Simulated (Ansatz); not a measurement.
# Elastic constant C13 of some solids

Method: PBE (Ansatz, a first-principles code, plane waves, PAW). References are measured values corrected to a static lattice or taken at low temperature (these still hold zero-point motion).

Values in GPa.

```json
[
 {"solid": "hcp Mg", "reference": "21.7", "PBE": "19.9", "error (%)": "-8.3"},
 {"solid": "hcp Zr", "reference": "64.6", "PBE": "66.1", "error (%)": "+2.3"},
 {"solid": "hcp Os", "reference": "218†", "PBE": "215", "error (%)": "-1.4"},
 {"solid": "hcp Y", "reference": "19", "PBE": "21.1", "error (%)": "+11.1"},
 {"solid": "hcp Be", "reference": "11§", "PBE": "10.6", "error (%)": "-3.6"},
 {"solid": "L1₀ (CuAu-type) TiAl", "reference": "75†", "PBE": "83.5", "error (%)": "+11.3"},
 {"solid": "hcp Zn", "reference": "52.8", "PBE": "43.0", "error (%)": "-18.6"},
 {"solid": "hcp Ti", "reference": "68", "PBE": "75.3", "error (%)": "+10.7"}
]
```

Over these 8 solids the mean error is +0.4 %, the mean absolute error 8.4 % (median 9.5 %), and the worst case hcp Zn at -18.6 %; the value is above the reference in 4 of 8 cases.

All these references are low-temperature values that still hold zero-point motion.

Spin–orbit coupling is left out, also for the solids with elements from indium on (hcp Os); its size isn't shown.

† marks references with one source in our tables, § those from which another value on file, of any temperature, differs by over 15 %.

Differences are worked out from the printed values.

Each level is taken at its own relaxed cell. Ansatz's density-functional and Hartree–Fock values are scalar-relativistic unless marked +SOC, with PAW data made under PBE.

Ansatz's runs of these crystals have no spin polarisation.

Not in this set, of the solids of all kinds but layered and molecular ones with a reference value in our tables and a result at some level: 23 for a reference at room or unstated temperature (corundum (α-Al2O3), wurtzite AlN, chalcopyrite CdGeAs2, wurtzite CdS, hcp Cd and 18 more); 1 for sources at odds (wurtzite GaN); 1 for a high-temperature or high-pressure phase (wurtzite ZnS). These can be a level's worst cases. At least 6 more with a reference value are held back for tests. The metals Ce to Yb are counted apart.

References as tabulated in Ibrahim et al. (2023), arXiv:2305.03577; Clouet (2012), arXiv:1210.1082; Liu et al. (2023), arXiv:2002.00005; Elastic Constants of Yttrium Single Crystals in the Temperature Range 4.2-400 K and others.
